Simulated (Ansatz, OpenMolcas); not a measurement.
Worked example: the enthalpy of formation of BF (SMILES [B]F)

BF has 2 atoms, charge 0, and is taken as a singlet. As SMILES, `[B]F`. The shape is that of a PBE0-D4/def2-TZVP optimisation.

```tsv
atom	x (Å)	y (Å)	z (Å)
B	0.0000	0.0000	-0.0094
F	0.0000	0.0000	1.2537
```

Total energies at B3LYP/def2-TZVPPD (OpenMolcas 26.06); the atoms run unrestricted:

| species | state | energy (Eh) |
| --- | --- | --- |
| BF | singlet | -124.721248 |
| B | doublet | -24.663967 |
| F | doublet | -99.771097 |

Harmonic wavenumbers at PBE0-D4/def2-TZVP, in cm⁻¹: 1424.

Measured heats of formation of the gaseous atoms at 298.15 K, in kJ/mol: B 570.3, F 79.4. Spin-orbit lowering of the atoms at 298 K (mean of the ground term's levels less their thermal mean, from spectra), in kJ/mol: B 0.00, F 1.29. Take 1 Eh = 2625.50 kJ/mol, 1 cm⁻¹ = 0.0119627 kJ/mol, RT = 2.479 kJ/mol.

Work out the heat of formation of the gas at 298 K.


1. Electronic atomisation energy: (-24.663967) + (-99.771097) − (-124.721248) = 0.286184 Eh = 751.4 kJ/mol.
2. Zero-point energy: half the sum of the wavenumbers, 712 cm⁻¹ = 8.5 kJ/mol.
3. Thermal vibrational enthalpy, Σ hcν̃/(exp(hcν̃/kT) − 1): 0.0 kJ/mol. Translation, rotation and pV of a linear molecule: 3.5 RT = 8.7 kJ/mol.
4. The 2 free atoms carry 5/2 RT each: 12.4 kJ/mol.
5. Spin-orbit coupling lowers the free atoms by 0.00 + 1.29 = 1.3 kJ/mol.
6. Atomisation enthalpy at 298 K: 751.4 − 1.3 − 8.5 − 0.0 − 8.7 + 12.4 = 745.3 kJ/mol.
7. Sum of the atoms' heats of formation: 649.7 kJ/mol. Heat of formation: 649.7 − 745.3 = -95.6 kJ/mol.

No measured value is set beside it here. Anharmonicity and any spin-orbit splitting of the molecule are left out.
